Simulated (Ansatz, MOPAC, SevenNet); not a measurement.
# How well does each level of theory give the elastic constant C44 of wurtzite AgI?

Reference value: 3.73 GPa (measured, room temperature, not corrected to a static lattice; as tabulated in Harker's crystal data pages).

Put these levels in order of the elastic constant C44 that they give for wurtzite AgI, smallest first: B3LYP (VWN-RPA form) (Ansatz, an electronic-structure program), PM7 semi-empirical Hartree-Fock (MOPAC), SevenNet-l3i5.

SevenNet-l3i5 (4.72 GPa), B3LYP (VWN-RPA form) (5.27 GPa), PM7 semi-empirical Hartree-Fock (MOPAC) (11.7 GPa)

Unless a cell is named, each level is at its own relaxed cell (PM7 semi-empirical Hartree-Fock (MOPAC) 34.04, SevenNet-l3i5 36.54, B3LYP (VWN-RPA form) 38.75 Å³/atom).

Differences against the reference: PM7 semi-empirical Hartree-Fock (MOPAC) +214 %, SevenNet-l3i5 +27 %, B3LYP (VWN-RPA form) +41 %.

The reference isn't brought to a static lattice, while the calculations are for one, so the differences are not the levels' errors alone. A static lattice is as a rule stiffer than a warm one, by over a tenth in soft solids.  PM7 semi-empirical Hartree-Fock (MOPAC): the method was fitted mainly to molecules. PM7 semi-empirical Hartree-Fock (MOPAC): the run uses a supercell at the zone centre in place of a k mesh. Each level is taken at its own relaxed cell. Ansatz's density-functional and Hartree–Fock values are scalar-relativistic unless marked +SOC, with PAW data made under PBE.

Machine-learned potentials (SevenNet-l3i5) are trained on DFT data: a solid inside that data is no test of them.

Differences are worked out from the printed values.
